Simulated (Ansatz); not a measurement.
## How far each method lies from full CI for [H···H···BH2], doublet

All five atoms lie in one plane.

Geometry: a point of a hydrogen-transfer path between rigid fragments, not a stationary point.

```yaml
atoms:
  - { symbol: H, position_ang: [-2.2364, 0.0000, 0.0000] }
  - { symbol: H, position_ang: [-1.1304, 0.0000, 0.0000] }
  - { symbol: B, position_ang: [0.1846, 0.0000, 0.0000] }
  - { symbol: H, position_ang: [0.6936, 0.0000, 1.0770] }
  - { symbol: H, position_ang: [0.6936, 0.0000, -1.0770] }
```

Basis 6-31G; Ansatz 0.2.0. Correlated methods freeze the noble-gas cores, which leaves 7 electrons in 16 orbitals. R marks a restricted (for open shells ROHF) determinant, U an unrestricted one. Active spaces: pair = (3e, 3o) about the gap; valence = (7e, 8o) chosen from the atoms' valence shells.

Full CI is exact within this basis and frozen core; it isn't the basis-set limit. The frozen core follows each run's orbitals, which can shift R against U totals by a few meV.

For open shells CISD and CISDTQ are restricted-active-space CI with the open shells as a complete middle space.

* UHF ⟨S²⟩: 0.767
* T1 diagnostic (RCCSD): 0.0224
* largest doubles amplitude (RCCSD): 0.048
* T1 diagnostic (UCCSD): 0.0096

```csv
level,E − E(RHF) (eV)
UHF,-0.1331
RMP2,-1.6972
UMP2,-1.7123
RCCSD,-2.2473
UCCSD,-2.2488
RCCSD(T),-2.2758
UCCSD(T),-2.2759
```

**Question.** Estimate how far full CI in 6-31G lies from RCCSD(T). The table doesn't fix it; the size of (T) and the diagnostics are the guide.

**Answer.** Full CI in 6-31G lies 10 meV below RCCSD(T), which is 36 % of the (T) step (-29 meV). The diagnostics give no warning, yet the rest is a sizeable part of (T).

The other levels:

| level | E − E(full CI) (meV) | share of correlation (%) | wall time |
| --- | --- | --- | --- |
| CISD | 102 | 95.54 | 0.27 s |
| BCCD(T) | 10 | 99.55 | 0.36 s |
| RCCSDT | 1 | 99.96 | – |
| UCCSDT | 1 | 99.96 | – |
| CISDTQ | 1 | 99.94 | 0.9 s |
| RCCSDT(Q) | 0 | 99.99 | 1.8 s |
| UCCSDT(Q) | 0 | 99.99 | 1.6 s |
| RCCSDTQ | 0 | 100.00 | 9 s |
| UCCSDTQ | 0 | 100.00 | 9 s |
| CASSCF (pair space) | 1761 | 22.99 | – |
| NEVPT2 (pair space) | 443 | 80.64 | 0.21 s |
| CASSCF (valence space) | 734 | 67.91 | – |
| NEVPT2 (valence space) | 193 | 91.55 | 1.6 s |
| MRCISD (valence space) | 16 | 99.29 | – |
| MRCISD+Q (valence space) | 6 | 99.75 | 2.2 s |

The correlation energy at full CI, counted from RHF, is -2.286 eV. That run took 1.7 s on 1 thread of Arm Neoverse V2, shared host over 272,520 determinants.

Times hold each run's SCF and search for its determinant on a shared host, so for small cases they say little of a method's own cost; they ran on 1 thread of Arm Neoverse V2.

The full-CI state has the irrep A1 of C2v, in the program's axes.

Natural occupations of full CI about the gap: 1.972 1.970 1.965 0.998 0.026 0.021 0.018 0.010 0.006 0.006; effectively unpaired electrons, Σ n²(2−n)², 1.02.
